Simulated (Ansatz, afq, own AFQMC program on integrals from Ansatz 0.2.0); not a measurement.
Where AFQMC and coupled cluster stand for F, doublet

A free F atom.

Basis def2-SVP. Noble-gas cores (and the filled d shells of Ga–Kr and In–Xe) are frozen. AFQMC by an in-house program on the Cholesky factors that Ansatz 0.2.0 writes for its CCSD(T) run. The CISD trial takes its coefficients from CCSD amplitudes. Released means that phaseless walkers are propagated on without the constraint, phases kept. Free AFQMC starts from the CCSD state and is never constrained. Its projection time is finite, and what remains of the start isn't in its error. Error bars are statistical, one sigma.

Determinant: UHF, the one that the program's search chose, which needn't be the lowest solution.

Full CI is exact in this basis; its frozen core comes from its own orbitals, which moves totals by up to a few meV.

Cautions: full CI with its own frozen core.

The T1 diagnostic is 0.0034 and the weight of the determinant in the CISD state is 0.970. The ⟨S²⟩ of the determinant is 0.752 and the size of the correlated space is 7 electrons in 13 orbitals.

Reference: full CI, correlation energy -4.105 eV. The released energy is read at 1.50 1/Eh (meV from the phaseless value at times in 1/Eh: -2.1 ± 0.6 at 0.24, -2.7 ± 0.5 at 0.50, -2.3 ± 0.7 at 1.00, -1.7 ± 0.8 at 1.50). CCSDTQ lies 0.7 meV below full CI, in part by the other frozen core, which shifts every row alike, so rows that close can't be ranked against it.

| level | E − E(reference) (meV) | share of correlation (%) |
| --- | --- | --- |
| HF | 4104.6 | 0.00 |
| MP2 | 339.0 | 91.74 |
| CCSD | 29.7 | 99.28 |
| CCSD(T) | 4.8 | 99.88 |
| CCSDT | 2.1 | 99.95 |
| CCSDT(Q) | -0.5 | 100.01 |
| CCSDTQ | -0.7 | 100.02 |
| ph-AFQMC/HF | 33.1 ± 12.6 | 99.19 |
| ph-AFQMC/CISD | 1.1 ± 0.8 | 99.97 |
| released AFQMC | -0.6 ± 0.8 | 100.02 |
| free AFQMC | -1.6 ± 1.3 | 100.04 |

CCSDT and higher add their correlation energy to the determinant of the CCSD(T) run, since their own runs factorise the integrals more tightly (a shift of under 2 meV). Free projections are given only where their last times agree within the noise and don't stop above the reference; a slow remainder of the start can still hide under it. A walk keeps the symmetry of its determinant, which the program's search chose and which needn't be the lowest solution, so a lower state of the same spin and another symmetry isn't excluded. Released energies are given only where the last usable release times agree within the noise; a slower fall can still hide under it.
